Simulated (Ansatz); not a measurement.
# MgNH (singlet): the correlation ladder at distance N1–Mg2 = 2.619 Å, 6-31G

One table from this session's results is given with a row withheld; the runs are named, their logs left out.

The runs use Ansatz 0.2.0, Gaussian basis; 6-31G, core rule «outside noble gas», up to 6 orbitals frozen.

The runs, in order: UHF; CCSD(T) on RHF; CCSD(T) on UHF; BCCD(T) on RHF; CISD; CCSDT(Q) on RHF; CCSDT(Q) on UHF; CCSDTQ on RHF; CCSDTQ on UHF; CASSCF and MRCISD+Q, 2 electrons in 2 orbitals; CASSCF and NEVPT2, 2 electrons in 2 orbitals; Full CI; Full CI in the symmetry of the determinant.

41 further runs of the same task are left out: 14 for a known fault of the program, 22 that didn't finish, 5 set aside as unsound or not needed.

## The geometry

The geometry derives from a PBE0/def2-TZVP stationary point (not a proven minimum). One bond is set to the value named and the two fragments are kept rigid.

3 atoms, charge 0, spin multiplicity 1.

Atoms are counted from 1 here; the program's logs count them from 0.

Bond lengths: N1–H3 1.028 Å.

Set-up of the first run:

in.yaml reads:

```yaml
crystal:
  periodic: [false, false, false]
  atoms:
    - {symbol: N, position_ang: [0.000000, -0.159428, 1.602074]}
    - {symbol: Mg, position_ang: [0.000000, 0.059868, -1.007728]}
    - {symbol: H, position_ang: [0.000000, 0.771834, 2.036888]}
basis:
  gaussian: {orbitals: 6-31G}
magnetization: {spin_polarized: true, initial_magnetization: 0}
hamiltonian: {xc: hf}
output: {orbitals: {seedname: orbitals}}
```

Run with:

```bash
> ansatz run in.yaml --threads 1 --pin off --events-out ev --progress --plain --max-ram 2393MiB
```

Among the steps run: UHF; CCSD(T) on RHF; CCSD(T) on UHF; BCCD(T) on RHF; CISD; CCSDT(Q) on RHF; CCSDT(Q) on UHF; CCSDTQ on RHF; CCSDTQ on UHF; CASSCF and MRCISD+Q, 2 electrons in 2 orbitals; CASSCF and NEVPT2, 2 electrons in 2 orbitals; Full CI; Full CI in the symmetry of the determinant.

One table of the session follows, with a row left open; its other results are not shown here.

It belongs to the step «Misses and costs». 

| method | from FCI (meV) |
| --- | --- |
| CASSCF pair | ? |
| NEVPT2 pair | +539.7 |
| MRCISD pair | +276.1 |
| MRCISD+Q pair | +45.5 |
| FCI | 0 |

Q: Estimate the row for CASSCF pair from the others.

The run gave: from FCI (meV): +3280.1. In the column «from FCI (meV)» it is the highest.

Left out of the table: RHF, UHF, RMP2, UMP2, CISD, RCCSD, UCCSD, RCCSD(T), UCCSD(T), BCCD(T), RCCSDT, UCCSDT, RCCSDT(Q), UCCSDT(Q), RCCSDTQ, UCCSDTQ (another determinant or state than the rows shown).

Caveats from the session: The determinant is far from a pure spin state, so its energy mixes those of several spin states (harmless only where they are near-degenerate, as at dissociation).
